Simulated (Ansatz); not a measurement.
K2Pd: computed properties

These are results of DFT r2SCAN, scalar-relativistic, plane waves, PAW in Ansatz, not measurements.

Settings: cutoff 500 eV, Γ-centred mesh 8×8×12 on the computed 3-atom cell, Gaussian smearing of 0.10 eV; no spin polarisation.

The structure is relaxed at this level of theory with its symmetry kept. Whether it is the stable form of this composition wasn't checked.

```cif
data_structure
_symmetry_space_group_name_H-M 'P4/mmm'
_symmetry_Int_Tables_number 123
_cell_length_a 5.7079
_cell_length_b 5.7079
_cell_length_c 3.4025
_cell_angle_alpha 90.000
_cell_angle_beta 90.000
_cell_angle_gamma 90.000
_cell_volume 110.85
loop_
_atom_site_label
_atom_site_type_symbol
_atom_site_symmetry_multiplicity
_atom_site_Wyckoff_symbol
_atom_site_fract_x
_atom_site_fract_y
_atom_site_fract_z
_atom_site_occupancy
K1 K 2 e 0.00000 0.50000 0.50000 1
Pd1 Pd 1 a 0.00000 0.00000 0.00000 1
```

```
Space group                                                       : P4/mmm (No. 123)
Volume per atom                                                   : 36.95 Å³
Formation energy from the elements' standard states (uncorrected) : +0.153 eV/atom
Generalised Kohn–Sham band gap                                    : none (metal)
Density of states at the Fermi level                              : 1.34 states/eV per cell
Bulk modulus                                                      : 12.7 GPa
Its pressure derivative                                           : 7.5
Bader charges (e)                                                 : K (2 in the cell) 0.65, Pd (1 in the cell) -1.29
```

Cost: 6 runs of about 15 core-minutes in all, on Arm Neoverse V2 (shared hosts).